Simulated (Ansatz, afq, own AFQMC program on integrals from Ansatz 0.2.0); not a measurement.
Integrals from Ansatz 0.2.0, then the random walk in our own AFQMC program (afq).

```yaml
crystal:
  periodic: [false, false, false]
  atoms:
    - {symbol: Hf, position_ang: [0.000000, 0.000000, 0.000000]}
    - {symbol: N, position_ang: [0.000000, 0.000000, 1.716545]}
basis:
  gaussian: {orbitals: def2-SVP}
magnetization: {spin_polarized: false, initial_magnetization: 1}
correlation: {method: ccsd_t, electrons: outside_noble_gas, hamiltonian_folder: ham}
```

```sh
$ ansatz run in.yaml --threads 1 --pin off --events-out ev --progress --plain --max-ram 1843MiB
```

afq runs on the folder ham with

```
--method free --trial cisd --walkers 60 --time-step 0.03 --max-blocks 80 --target-error 0.00036 --factor-cut 1e-05 --seed 3085 --times 0,0.3,0.6,1.2,1.8,2.4,3.6,4.8,6 --taylor-order 8
```

Times are imaginary, in 1/Eh. The walk had a cap of 1455 s. Core potentials past Kr, no spin–orbit coupling.

afq prints:

```
orbitals 41  electrons 5 4  factors 343 of 464
reference energy -101.72540816 Eh
CCSD correlation -0.26266837 Eh in 17 cycles, weight of the determinant in the CISD state 0.8630
repeat  energy at the last time / Eh  error
    10  -101.995317  0.005579
    20  -102.001449  0.005317
    30  -102.006289  0.004704
    40  -102.006632  0.003805
    50  -102.003852  0.003617
    60  -102.005477  0.003437
    70  -102.006100  0.003106
    80  -102.006730  0.002876
time / (1/Eh)  energy / Eh  error  mean overlap
  0.00  -101.988485  0.000608  1.1583
  0.30  -101.998261  0.000578  1.1567
  0.60  -102.001992  0.000572  1.1613
  1.20  -102.004570  0.000752  1.1685
  1.80  -102.004667  0.000844  1.1912
  2.40  -102.004614  0.000877  1.2150
  3.60  -102.007262  0.001566  1.2201
  4.80  -102.007066  0.001871  1.2133
  6.00  -102.006730  0.002876  1.2550
energy -102.006730 +/- 0.002876 Eh
```

The run failed at least one of its tests; the cautions name the faults.

Against this walk (error 78.3 meV) on the same determinant: CCSD(T) 29.6 meV higher (within the noise), CCSDT(Q) 0.8 meV lower (within the noise). The error is statistical, and a free projection of finite length keeps a remainder of its start. None of these is a sure reference here.

Cautions: remainder of the start not in the error; error above the target (78.3 against 9.8 meV); no spin-orbit coupling; outer-core shells of the metal frozen; higher spins were not checked; a spin-contaminated unrestricted determinant lies lower (UHF 88 meV lower, ⟨S²⟩ 0.95); (T) is large, 7 % of the CCSD correlation; CCSDT(Q) on the UHF determinant differs (32 meV lower), by its state or its frozen core.

The walk took 6.2 min on 1 thread of Arm Neoverse V1, on a shared host. The log's last line is the free-projection energy.

CCSDT and higher add their correlation energy to the determinant of the CCSD(T) run, since their own runs factorise the integrals more tightly (a shift of under 2 meV). A walk keeps the symmetry of its determinant, which the program's search chose and which needn't be the lowest solution, so a lower state of the same spin and another symmetry isn't excluded.
